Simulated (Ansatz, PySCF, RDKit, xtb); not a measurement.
Complex: CH4O (SMILES CO) (first 6 atoms) with H2O (SMILES O); geometry from S66by8 set.
(charge 0, multiplicity 1):
```tsv
atom	x (Å)	y (Å)	z (Å)
O	-1.1295	0.4484	-0.0036
H	-0.1652	0.4159	-0.0032
C	-1.5909	-0.8871	0.0047
H	-2.6772	-0.8557	0.0038
H	-1.2689	-1.4466	-0.8768
H	-1.2699	-1.4353	0.8937
O	2.3151	0.3345	-0.0006
H	2.7543	0.7226	-0.7604
H	2.7530	0.7371	0.7525
```

Interaction energies are E(AB) − E(A) − E(B) at the monomers' geometry in the complex; basis-set methods are counterpoise corrected. Rows marked so take none.

Rows in 3-21G, 6-31G* carry no dispersion term and start afresh at each structure (6-31G* with six Cartesian d functions).

Codes used: Ansatz (a first-principles code) with Gaussian orbitals; PySCF for 3-21G rows, 6-31G* rows, the dispersion terms; RDKit for the force fields; xtb for the GFN methods. Each number belongs to the level named beside it.

```
level                          interaction energy (kcal/mol)
-----------------------------  -----------------------------
MMFF94                                                 -3.55
GFN2-xTB                                               -3.19
HF/3-21G (no counterpoise)                             -6.80
HF/6-31G* (no counterpoise)                            -4.41
HF/aug-cc-pVDZ                                         -3.09
BP86/6-31G* (no counterpoise)                            ___
B3LYP-D4/def2-TZVPPD                                   -3.60
PBE0-D4/def2-TZVPPD                                      ___
wB97M-V/def2-TZVPPD                                    -3.57
```

Problem. Some entries are withheld; supply them.

Solution. 
- BP86/6-31G* (no counterpoise), interaction energy (kcal/mol): -4.66
- PBE0-D4/def2-TZVPPD, interaction energy (kcal/mol): -3.71
